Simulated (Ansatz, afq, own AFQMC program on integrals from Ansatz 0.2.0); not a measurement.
AFQMC on a folder of integrals that Ansatz 0.2.0 wrote.

```yaml
crystal:
  periodic: [false, false, false]
  atoms:
    - {symbol: S, position_ang: [0.000000, 0.000000, 0.000000]}
basis:
  gaussian: {orbitals: cc-pVDZ}
magnetization: {spin_polarized: true, initial_magnetization: 2}
correlation: {method: ccsd_t, electrons: outside_noble_gas, hamiltonian_folder: ham}
```

```sh
$ ansatz run in.yaml --threads 1 --pin off --events-out ev --progress --plain --max-ram 1382MiB
```

Options of the walk:

```
--method phaseless --trial cisd --walkers 200 --populations 1 --least-time 40 --time-step 0.005 --steps-per-block 50 --equilibration-blocks 28 --max-blocks 300 --target-error 0.00029 --factor-cut 1e-05 --start spin_pure --seed 1908 --release-times 0.24,0.51,0.99,1.62,2.4 --release-step 0.03 --release-every 4 --taylor-order 6
```

Times are imaginary, in 1/Eh. The walk had a cap of 417 s.

```
orbitals 13  electrons 4 2  factors 69 of 103
reference energy -397.49680154 Eh
CCSD correlation -0.10261424 Eh in 9 cycles, weight of the determinant in the CISD state 0.9482
energy of the start -397.599365 Eh
 block  time / (1/Eh)  mean weight  energy / Eh
     1     0.250  1.0001  -397.598941
     2     0.500  0.9998  -397.599323
     3     0.750  1.0004  -397.599789
     4     1.000  0.9999  -397.600642
     5     1.250  1.0000  -397.601471
    10     2.500  0.9999  -397.601149
    29     7.250  1.0006  -397.600479
    49    12.250  1.0005  -397.600415
    69    17.250  1.0001  -397.600855
    89    22.250  1.0003  -397.600848
   109    27.250  0.9992  -397.600503
   129    32.250  1.0005  -397.600684
   141    35.250  0.9984  -397.601832
   149    37.250  1.0002  -397.600963
   157    39.250  1.0007  -397.599322
   169    42.250  1.0002  -397.601067
   185    46.250  1.0004  -397.600162
blocks merged  error / Eh  count
     1  0.000040  160
     2  0.000048  80
     4  0.000055  40
     8  0.000058  20
    16  0.000060  10
released: time / (1/Eh)  energy / Eh  error  mean overlap
  0.24  -397.600782  0.000057  1.0010
  0.51  -397.600924  0.000051  0.9981
  0.99  -397.600921  0.000057  0.9987
  1.62  -397.600938  0.000051  1.0052
  2.40  -397.600997  0.000062  0.9914
energy -397.600770 +/- 0.000058 Eh
(rows thinned)
```

Task: Estimate how long the walk took on 1 thread of Arm Neoverse V2, with other jobs on the host.

Result: 58 s of wall time.

The run passed its tests (sampling time, drift between the halves within three errors, error under three times the target), which doesn't prove that it has relaxed.

Against this walk (error 1.6 meV) on the same determinant: CCSD(T) 5.9 meV higher, CCSDT(Q) 3.9 meV lower, CCSDTQ 4.4 meV lower, full CI 4.5 meV lower. The error is statistical and leaves out the bias of the constraint. Released to 2.40 1/Eh the energy lies 6.2 ± 2.3 meV (both errors) below the phaseless value, which shows part or all of the bias of the constraint, and full CI lies 1.7 meV above the released value.

Cautions: constraint bias not in the error.

CCSDT and higher add their correlation energy to the determinant of the CCSD(T) run, since their own runs factorise the integrals more tightly (a shift of under 2 meV). A walk keeps the symmetry of its determinant, which the program's search chose and which needn't be the lowest solution, so a lower state of the same spin and another symmetry isn't excluded.
